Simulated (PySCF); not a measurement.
Stretching MgO⁺

Set-up: PySCF, no relativity, basis sets Mg 6-311G(d,p), O 6-311G(d,p). Energies in eV from Mg⁺ + O in their ground configurations at the same level. State: ²Π (doublet), unpaired electrons π ↑.

All columns are PBE0. A positive dipole points towards O; it is taken about the centre of mass and depends on that origin.

```tsv
R (Å)	E (eV)	μ (D)	Mulliken charge on Mg (basis-dependent)	HOMO (eV)	LUMO (eV)	Mayer bond order	⟨S²⟩
1.596	-1.114	-7.78	1.44	-14.32	-9.90	0.97	0.76
1.670	-1.598	-7.97	1.40	-14.04	-9.63	1.02	0.76
1.745	-1.864	-8.15	1.37	-13.79	-9.70	1.06	0.76
1.800	-1.958	-8.28	1.35	-13.62	-9.75	1.07	0.76
1.856	-1.982	-8.38	1.34	-13.47	-9.80	1.08	0.77
1.912	-1.954	-8.47	1.32	-13.33	-9.84	1.08	0.77
1.986	-1.857	-8.56	1.31	-13.18	-9.90	1.08	0.79
2.079	-1.673	-8.55	1.28	-13.06	-9.95	1.05	0.83
2.190	-1.411	-8.34	1.24	-13.05	-9.97	0.98	0.93
2.339	-1.068	-7.85	1.19	-13.18	-9.91	0.83	1.10
```

A fit through these points gives, at Re = 1.852 Å, μ = -8.38 D and dμ/dR = -1.83 D/Å; the reduced mass is 9.596 u.

Q: How strong is the fundamental in the double-harmonic approximation, I = 42.26·(dμ/dR)²/μred km/mol?

A: I = 42.26·(-1.83)²/9.596 = 14.7 km/mol at PBE0.

⟨S²⟩ of the unrestricted solution departs from its pure value on part of the curve, where spin states mix. For an ion De counts to the pair picked by the measured ionisation energies or electron affinities, which need not be the lowest pair at this level. The state is the lowest determinant that a PBE0 search found; another state may lie lower at other levels.
